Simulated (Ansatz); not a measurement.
We consider anti-La2O3-type Mg3Sb2, described by LDA in Ansatz (plane waves, PAW).

Total energies, extrapolated to zero smearing (they compare only within this program, potentials and cutoff):

```
system                           energy (eV/atom)
-------------------------------  ----------------
anti-La2O3-type Mg3Sb2, relaxed        -3675.6967
hcp Mg                                 -1901.6040
rhombohedral A7 Sb                     -6335.8207
```

### Question
Work out the formation enthalpy per atom.

### Answer
ΔH_f ≈ ΔE = -3675.6967 − [3 × (-1901.6040) + 2 × (-6335.8207)]/5 = -0.406 eV/atom (0 K, no vibrations). The reference value is -0.49 eV/atom (measured, 298 K, no zero-point or thermal correction, sources range from -0.622 to -0.490; as tabulated in Zhang et al. (2018), doi:10.1038/s41524-018-0065-z), a difference of +0.084 eV/atom.

Spin–orbit coupling, which matters for such heavy atoms, is left out.

The PAW data were made under PBE.

Ansatz is an electronic-structure program.
